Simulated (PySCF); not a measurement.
Below is a simulated gas-phase O 1s photoelectron spectrum of `[O-]C(=O)[C@H]1CO1`.

Every computed line was given a Gaussian of 0.8 eV full width at half maximum and an area set by the number of equivalent atoms; the highest printed point is 100. The calculation used delta-SCF UKS SCAN, pcX-2 on the ionised atom, pcseg-1 elsewhere, spin-free X2C in PySCF 2.14.0.

binding energy (eV), intensity and a bar:
```
    529.7          0 
    529.8          1 
    529.9          2 #
    530.0          4 #
    530.1          9 ###
    530.2         16 #####
    530.3         27 ########
    530.4         42 #############
    530.5         59 ##################
    530.6         77 #######################
    530.7         91 ###########################
    530.8        100 ##############################
    530.9        100 ##############################
    531.0         92 ############################
    531.1         77 #######################
    531.2         60 ##################
    531.3         42 #############
    531.4         28 ########
    531.5         16 #####
    531.6          9 ###
    531.7          5 #
    531.8          2 #
    531.9          1 
    532.0          0 
    532.1          0 
    532.2          0 
    532.3          0 
    532.4          0 
    532.5          0 
    532.6          0 
    532.7          0 
    532.8          0 
    532.9          0 
    533.0          1 
    533.1          2 
    533.2          3 #
    533.3          6 ##
    533.4         11 ###
    533.5         17 #####
    533.6         26 ########
    533.7         35 ##########
    533.8         43 #############
    533.9         49 ###############
    534.0         51 ###############
    534.1         48 ##############
    534.2         42 #############
    534.3         34 ##########
    534.4         25 #######
    534.5         17 #####
    534.6         10 ###
    534.7          6 ##
    534.8          3 #
    534.9          1 
    535.0          1 
    535.1          0
```

Problem. How many maxima does the curve show, and how many computed lines lie under it?

Solution. The curve has 2 maxima (at 530.8 and 534.0 eV). Under it lie 3 lines from 3 inequivalent oxygen sites. At this width some lines have no maximum of their own.

Problem. Decompose the envelope and assign each component. Numbering: `[O:1]=[C:2]([O-:3])[C@H:4]1[CH2:5][O:6]1`.

Solution. 
```json
{"position (eV)": "530.83", "relative area": "1", "line": "O 1s", "atoms": "O1", "environment": "carboxylate oxygen"}
{"position (eV)": "530.87", "relative area": "1", "line": "O 1s", "atoms": "O3", "environment": "carboxylate oxygen"}
{"position (eV)": "534.00", "relative area": "1", "line": "O 1s", "atoms": "O6", "environment": "epoxide oxygen"}
```

Problem. What are the centre and the root-mean-square width of the whole band?

Solution. The area-weighted mean of the lines is 531.90 eV. Their own spread about it is 1.48 eV (rms) and each Gaussian has σ = 0.8/2.355 = 0.34 eV; the variances add, which gives 1.52 eV.

Lowest listed O 1s: O1, bonded to C (double bond). Highest, 3.17 eV above it: O6, bonded to 2 C. The values 530.83 and 530.87 eV lie too close for their order to be trusted.

The curve has no shake-up lines and no vibrational structure. The species carries charge -1, so core ionisation leaves a neutral species. The basis sets have no added diffuse functions. Geometry: PBE0-D3(BJ)/def2-SVP, one conformer, isolated ion. The geometry's basis has no diffuse functions, a weakness for an anion.

Conformer computed: `[O:1]=[C:2]([O-:3])[C@H:4]1[CH2:5][O:6]1`: O1–C2–C4–C5 -34°.
